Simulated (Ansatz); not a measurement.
**Worked example: the barrier**

An elementary step of Si$_{2}$NH$_{7}$, closed shell (Si₂NH₇ ([NH2][SiH2][SiH3]) → Si₂H₄ ([SiH][SiH3]) + NH₃ (still joined by a long Si–N bond); bonds formed: N2–H3; bonds broken: Si1–H3; bonds weakened to dative contacts: Si1–N2). “Start” is the structure reached by relaxing down from the saddle towards the reactants; PBE0-D4/def2-TZVP structures. The saddle:

```xyz
10
angstrom
Si -0.6373 -0.7873 0.1224
N 1.1774 -1.3221 0.0204
H 0.1358 -2.1055 -0.4104
H -0.8434 -0.9590 1.5944
Si -0.8009 1.5278 -0.2557
H 1.7997 -1.3973 0.8175
H 1.6768 -1.1065 -0.8308
H 0.1044 2.3005 0.6460
H -0.4147 1.8489 -1.6587
H -2.1978 2.0004 -0.0451
```

Computed with Ansatz 0.2.0 (basis: def2-TZVPP and def2-QZVPP); correlated methods freeze the cores.

Energies in eV:

| quantity | saddle | start |
| --- | --- | --- |
| Hartree–Fock, triple zeta (X = 3) | -17314.94664 | -17318.80202 |
| Hartree–Fock, quadruple zeta (X = 4) | -17315.51942 | -17319.38120 |
| MP2 correlation, X = 3 | -13.64298 | -12.91235 |
| MP2 correlation, X = 4 | -14.58286 | -13.85017 |
| CCSD(T) correlation, X = 3 | -15.55338 | -14.80091 |

**Question.** Work out the barrier at the basis limit: extrapolate Hartree–Fock as E(X) = E∞ + A exp(−7.88 √X) and the MP2 correlation as E(X) = E∞ + B X^−2.97 (the exponents that Neese and Valeev fitted for def2-TZVPP and QZVPP), then add CCSD(T) − MP2 in triple zeta.

**Answer.** Each step is linear, so take the differences first (saddle − start): Hartree–Fock 3.85538 (X = 3) and 3.86178 (X = 4); MP2 correlation -0.73063 and -0.73269; CCSD(T) correlation -0.75247.
Two points give E∞ = E(4) + w [E(4) − E(3)], with w = 1/(exp(7.88 (2 − √3)) − 1) = 0.1377 for Hartree–Fock and w = 1/((4/3)^2.97 − 1) = 0.7407 for the correlation.
Hartree–Fock: 3.86178 + 0.1377 × 0.00640 = 3.8627 eV.
MP2 correlation: -0.73269 + 0.7407 × (-0.00206) = -0.7342 eV.
CCSD(T) − MP2: -0.75247 − (-0.73063) = -0.0218 eV.
Sum: 3.8627 + (-0.7342) + (-0.0218) = 3.1067 eV, or 71.64 kcal/mol. Plain CCSD(T) in triple zeta gives 3.1029 eV, so the larger basis shifts the result by 0.0038 eV.

The T1 diagnostic stays at or below 0.015. The restricted Hartree–Fock reference is unstable towards an unrestricted one at one or more of these structures.

Losses and insertions of silylenes and their heavier kin drive the gas-phase chemistry of silicon and germanium vapour deposition.

Labels in which every atom is bracketed show which atoms are joined, not bond orders.

For scale, one of the runs: CCSD(T)/def2-TZVPP, 213 basis functions, launched by `ansatz run in.yaml --threads 2 --pin off --events-out ev --progress --plain --max-ram 4352MiB`. Hardware: 2 CPU threads of an AMD EPYC 7R43, shared host. Wall time 46 s; peak host memory 2.8 GiB.
